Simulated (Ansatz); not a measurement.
Consider the substitution at a C–C bond: `CCCCC` + H–F → `CCCCF` + CH₄.

Gas-phase electronic energies from Ansatz, PBE0-D4/def2-TZVP geometries. CCSD(T)/CBS adds triple-zeta CCSD(T) − MP2 to the extrapolated MP2 energy (def2 sets, frozen cores). This one scheme is used for every species. Functionals use def2-TZVPP. One conformer a species, not always the lowest.

**Question.** Is it downhill or uphill in electronic energy at CCSD(T)/CBS, and by how much? (Best estimate.)

**Answer.** Ansatz gave: Uphill: ΔE = +31.7 kJ/mol.

**Question.** What do these levels give: BHLYP, CAM-B3LYP, CCSD/def2-SVP, MP2/def2-TZVPP, MP2/def2-QZVPP, MP2/CBS(def2)? (Best estimate.)

**Answer.** Computed: BHLYP 9.9, CAM-B3LYP 8.6, CCSD/def2-SVP 16.3, MP2/def2-TZVPP 37.1, MP2/def2-QZVPP 39.4, MP2/CBS(def2) 40.9 kJ/mol.

Largest T1 diagnostic among the species: 0.009.

From r2SCAN to r2SCAN0 (25 % exact exchange), in def2-TZVPP and without D4, ΔE moves by +5.4 kJ/mol. At CCSD(T), def2-SVP lies −14.3 kJ/mol from the extrapolated value and def2-TZVPP −3.9 kJ/mol.
